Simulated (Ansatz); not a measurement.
A made-up structure of CH4OSi, singlet:

| atom | x (Å) | y (Å) | z (Å) |
| --- | --- | --- | --- |
| O1 | -0.6509 | -0.9308 | 0.0142 |
| C2 | -1.4268 | -1.2127 | -0.8619 |
| Si3 | 0.4479 | 0.6519 | -0.0227 |
| H4 | -0.5656 | -1.5194 | 0.7804 |
| H5 | 0.1805 | 1.4128 | -1.2646 |
| H6 | 0.1309 | 1.4609 | 1.1841 |
| H7 | 1.8709 | 0.2270 | 0.0538 |

It is relaxed with PBE-D4/def2-SVP and then PBE0-D4/def2-TZVP (Ansatz 0.2.0). Atoms count as bonded within 1.22 times the sum of their covalent radii (H–H: 0.88 Å). The end point is not checked to be a true minimum.

**Question.** Does its bonding change? (Judge from chemistry; the calculation decides.)

**Answer.** Computed: Yes. Formed: C2–Si3, C2–H5, C2–H7; broken: O1–Si3, Si3–H5, Si3–H7.

Where it ends: The first stage lowers the energy by 5.49 eV in 40 steps. It ends as CH₄OSi ([OH][CH2][SiH]):
```
atom    x (Å)    y (Å)    z (Å)
  O1  -0.7051  -1.2109   0.4934
  C2  -0.0561  -0.1091  -0.1072
 Si3   0.4875   1.1886   1.1613
  H4  -0.9588  -1.8358  -0.1902
  H5  -0.6976   0.4085  -0.8443
  H6   1.0705   2.0555   0.0422
  H7   0.8466  -0.4071  -0.6719
```

Labels in which every atom is bracketed show which atoms are joined, not bond orders.

For scale, one of the runs: PBE0-D4/def2-TZVP relaxation, 123 basis functions, launched by `ansatz run in.yaml --threads 2 --pin off --events-out ev --progress --plain --max-ram 4352MiB`. The run took about 8 s on 2 CPU threads of an Intel Xeon 6975P-C (shared host).
